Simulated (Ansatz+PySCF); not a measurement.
A calculation with Ansatz (development build ahead of 0.2.0).

```yaml
crystal:
  periodic: [false, false, false]
  atoms:
    - { symbol: C, position_ang: [0.0, 0.0, 0.0] }
    - { symbol: Si, position_ang: [1.15219, 1.53625, 3.32608] }
basis:
  gaussian: { orbitals: STO-3G }
magnetization:
  initial_magnetization: 2
hamiltonian:
  xc: hf
correlation:
  method: fci
  frozen_orbitals: { C: 1, Si: 5 }
```

The input is written out in the form of the current development build from the run's settings.

The run gave:

```
Converged    : yes
Total energy : -322.69885 hartree
State        : lowest triplet root, of any spatial symmetry
```
